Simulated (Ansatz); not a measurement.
C₄H₆ClF (`C=CCC(F)Cl`), relaxed with RKS PBE0-D4/def2-TZVP in the Gaussian-basis code of Ansatz from a PBE-D4/def2-SVP geometry. The force threshold is 0.005 eV/Å; the program also tests the step.

Charge 0, multiplicity 1.

Start:

```xyz
12

C     1.950   -0.365    0.454
C     0.631   -0.616    0.422
C    -0.441    0.438    0.419
C    -1.450    0.291   -0.713
F    -2.066   -0.932   -0.636
Cl   -0.656    0.448   -2.328
H     2.343    0.666    0.471
H     2.687   -1.183    0.466
H     0.272   -1.660    0.397
H    -1.038    0.377    1.359
H    -0.001    1.455    0.373
H    -2.231    1.080   -0.685
```

| step | energy (eV) | largest force (eV/Å) | largest move (Å) |
| --- | --- | --- | --- |
| 1 | -19476.2097 | 0.640 | 0.000 |
| 2 | -19476.2644 | 0.265 | 0.032 |
| 3 | -19476.2696 | 0.110 | 0.013 |
| 4 | -19476.2700 | 0.052 | 0.010 |
| 5 | -19476.2701 | 0.052 | 0.011 |
| 6 | -19476.2702 | 0.008 | 0.005 |
| 7 | -19476.2702 | 0.003 | 0.002 |

End:

```xyz
12

C     1.924   -0.360    0.445
C     0.626   -0.619    0.425
C    -0.436    0.429    0.421
C    -1.429    0.297   -0.711
F    -2.058   -0.912   -0.645
Cl   -0.649    0.443   -2.302
H     2.300    0.659    0.446
H     2.659   -1.156    0.459
H     0.282   -1.649    0.418
H    -1.027    0.367    1.344
H     0.003    1.428    0.378
H    -2.195    1.073   -0.678
```

Run time 36 s (4 threads of an Arm Neoverse V2 on a shared host); peak host memory 0.67 GiB.
